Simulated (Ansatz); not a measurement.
# C₂H₂ClN: small, medium and large basis sets

An exercise on one series of results from a longer session: the logs are not shown, and one member is left open.

Computed with Ansatz 0.2.0, Gaussian basis. Level: one geometry, several basis sets.

Plan: PBE0-D4/def2-SVP; ωB97M-V/def2-SVP; PBE0-D4/def2-QZVPP; ωB97M-V/def2-QZVPP; the functionals' def2-TZVPP values are taken from earlier runs.

## Structure used throughout

An earlier PBE0-D4 in a triple-zeta def2 set relaxation fixed the geometry.

SMILES `N#CCCl`, 6 atoms, charge 0, spin multiplicity 1.

Atoms are counted from 1 here; the program's logs count them from 0.

Bond lengths: N1–C2 1.149 Å, C2–C3 1.450 Å, C3–Cl4 1.775 Å, C3–H5 1.090 Å, C3–H6 1.090 Å. Angles: N1–C2–C3 178.9°, C2–C3–Cl4 111.6°, C2–C3–H5 109.8°, C2–C3–H6 109.8°, Cl4–C3–H5 108.1°, Cl4–C3–H6 108.1°, H5–C3–H6 109.2°.

Geometry (Å):

| atom | x (Å) | y (Å) | z (Å) |
| --- | --- | --- | --- |
| N1 | 0.5526 | -1.9107 | 0.8613 |
| C2 | 0.2968 | -0.8821 | 0.4187 |
| C3 | -0.0040 | 0.4267 | -0.1272 |
| Cl4 | -1.4603 | 0.3941 | -1.1421 |
| H5 | 0.8283 | 0.7721 | -0.7399 |
| H6 | -0.1714 | 1.1358 | 0.6830 |

Set-up of the first run:

Input file in.yaml:

```yaml
crystal:
  periodic: [false, false, false]
  atoms:
    - {symbol: N, position_ang: [0.552559, -1.910681, 0.861349]}
    - {symbol: C, position_ang: [0.296757, -0.882109, 0.418667]}
    - {symbol: C, position_ang: [-0.003959, 0.426702, -0.127221]}
    - {symbol: Cl, position_ang: [-1.460297, 0.394091, -1.142066]}
    - {symbol: H, position_ang: [0.828299, 0.772064, -0.739892]}
    - {symbol: H, position_ang: [-0.171361, 1.135833, 0.682964]}
basis:
  gaussian: {orbitals: def2-SVP}
hamiltonian: {xc: pbe0, dispersion: d4}
output: {orbitals: {seedname: orbitals}}
```

Launch:

```bash
ansatz run in.yaml --threads 2 --pin off --events-out ev --progress --plain --max-ram 4352MiB
```

Among the steps run: PBE0-D4 in def2-SVP; ωB97M-V in def2-SVP; PBE0-D4 in def2-QZVPP; ωB97M-V in def2-QZVPP.

One table of the session follows, with a row left open; its other results are not shown here.

It belongs to the step «Functionals by basis». 

```
functional       basis  HOMO (eV)
   PBE0-D4    def2-SVP          ?
   PBE0-D4  def2-TZVPP      -9.27
   PBE0-D4  def2-QZVPP      -9.31
   ωB97M-V    def2-SVP     -11.33
   ωB97M-V  def2-TZVPP     -11.57
   ωB97M-V  def2-QZVPP     -11.62
```

Estimate the missing values for PBE0-D4, def2-SVP.

The run gave: HOMO (eV): -9.06. In the column «HOMO (eV)» it is the highest.
